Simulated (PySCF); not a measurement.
## Computed data sheet: `FC(F)=C(F)Cl`

Compound: C2ClF3.
SMILES with atom numbers: `[F:1][C:2]([F:3])=[C:4]([F:5])[Cl:6]`

Some functional groups and rings: C=C double bond, C–F bond and C–Cl bond.

**PBE0-D3(BJ)/def2-TZVP geometry optimisation, gas phase (PySCF)**

```yaml
Point_group: Cs
Rotational_constants_A_B_C: 4.538, 2.281, 1.518 GHz
```

**CAM-B3LYP/aug-cc-pVTZ ground state and vertical TDDFT (core frozen in the response) (PySCF)**

```yaml
Dipole_moment: 0.46 D
HOMO_energy: -8.91 eV
LUMO_energy: 0.50 eV
HOMO–LUMO_gap: 9.41 eV
Lowest_singlet_excitation: 6.10 eV (203 nm, f = 0.001)
Strongest_line_among_the_10_lowest_singlet_transitions: S4 at 7.44 eV (167 nm, f = 0.329)
Lowest_triplet_excitation_Tamm–Dancoff: 4.39 eV
Static_isotropic_polarisability: 42.0 au
Electronic_spatial_extent_⟨r²⟩_about_the_centre_of_nuclear_charge: 656 bohr²
```

B97-2/pcSseg-2 ground state and GIAO shieldings, non-relativistic (PySCF):

```yaml
13C_chemical_shifts_computed_TMS_as_zero_by_class: 162.3 (C2), 135.4 (C4) ppm
Isotropic_shieldings_of_nuclei_other_than_C_and_H_by_class: 279 (F1), 298 (F3), 325 (F5), 746 (Cl6) ppm
```

Monoisotopic mass from the formula: 115.9641 u.

The rotational constants make it an asymmetric top with κ = (2B − A − C)/(A − C) = -0.49, nearer the prolate limit (−1). In atomic units the dipole is 0.18 e·bohr (1 au = 2.5417 D). The principal polarisabilities are 29.6, 40.5 and 55.9 au; their mean is the isotropic value. No computed singlet falls in the visible range (750 to 380 nm, 1.65 to 3.26 eV); S1 lies 2.84 eV above its blue end. The polarisability is 6.22 Å³ as a volume (1 au = 0.148185 Å³), or 0.75 au for each of the 56 electrons. With B = h/(8π²I), that is 505.379 GHz u Å² over I, the principal moments of inertia are 111.4, 221.5 and 332.9 u Å² (most abundant isotopes); the inertial defect Ic − Ia − Ib is 0.0 u Å² (zero for a rigid planar frame, negative otherwise).

Geometry: PBE0-D3(BJ)/def2-TZVP; no solvent, vibrations or thermal averaging.

For the TDDFT job (CAM-B3LYP/aug-cc-pVTZ), on an Arm Neoverse N1 with one thread (shared host), this took 64 s and 1.1 GiB of memory at its peak.
